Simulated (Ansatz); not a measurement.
# BH₃S: how energies converge with the basis set

The task here is to estimate one member of a computed series from the others.

Method: one geometry, several basis sets; program: Ansatz 0.2.0, Gaussian basis.

Plan: PBE0-D4/def2-SVP; ωB97M-V/def2-SVP; PBE0-D4/def2-QZVPP; ωB97M-V/def2-QZVPP; CCSD(T)/cc-pV(D+d)Z; CCSD(T)/cc-pV(T+d)Z; CCSD(T)/cc-pV(Q+d)Z; the functionals' def2-TZVPP values are taken from earlier runs.

### Structure used throughout

An earlier PBE0-D4 in a triple-zeta def2 set relaxation fixed the geometry.

SMILES `BS`, 5 atoms, charge 0, spin multiplicity 1.

Atoms are counted from 1 here; the program's logs count them from 0.

Bond lengths: B1–S2 1.765 Å, B1–H3 1.192 Å, B1–H4 1.190 Å, S2–H5 1.344 Å. Angles: S2–B1–H3 115.8°, S2–B1–H4 121.4°, H3–B1–H4 122.7°, B1–S2–H5 99.2°.

Geometry (Å):

| atom | x (Å) | y (Å) | z (Å) |
| --- | --- | --- | --- |
| B1 | -0.39209 | -0.42101 | 0.08813 |
| S2 | 0.16165 | 1.23692 | -0.15427 |
| H3 | -1.56286 | -0.55639 | 0.26424 |
| H4 | 0.36711 | -1.33763 | 0.07420 |
| H5 | 1.47609 | 1.00440 | -0.31360 |

The first run:

Input file in.yaml:

```yaml
crystal:
  periodic: [false, false, false]
  atoms:
    - {symbol: B, position_ang: [-0.392094, -0.421012, 0.088133]}
    - {symbol: S, position_ang: [0.161655, 1.236922, -0.154268]}
    - {symbol: H, position_ang: [-1.562860, -0.556387, 0.264240]}
    - {symbol: H, position_ang: [0.367105, -1.337626, 0.074199]}
    - {symbol: H, position_ang: [1.476094, 1.004404, -0.313604]}
basis:
  gaussian: {orbitals: def2-SVP}
hamiltonian: {xc: pbe0, dispersion: d4}
output: {orbitals: {seedname: orbitals}}
```

On the command line:

```sh
> ansatz run in.yaml --threads 2 --pin off --events-out ev --progress --plain --max-ram 22528MiB --backend cpu
```

Among the steps run: PBE0-D4 in def2-SVP; ωB97M-V in def2-SVP; PBE0-D4 in def2-QZVPP; ωB97M-V in def2-QZVPP.

One table of the session follows, with a row left open; its other results are not shown here.

| functional | basis | HOMO (eV) |
| --- | --- | --- |
| PBE0-D4 | def2-SVP | -8.41 |
| PBE0-D4 | def2-TZVPP | -8.48 |
| PBE0-D4 | def2-QZVPP | -8.49 |
| ωB97M-V | def2-SVP | -10.57 |
| ωB97M-V | def2-TZVPP | -10.67 |
| ωB97M-V | def2-QZVPP | ? |

**Question.** Estimate the row for ωB97M-V, def2-QZVPP.

The run gave: HOMO (eV): -10.69. In the column «HOMO (eV)» it is the lowest.
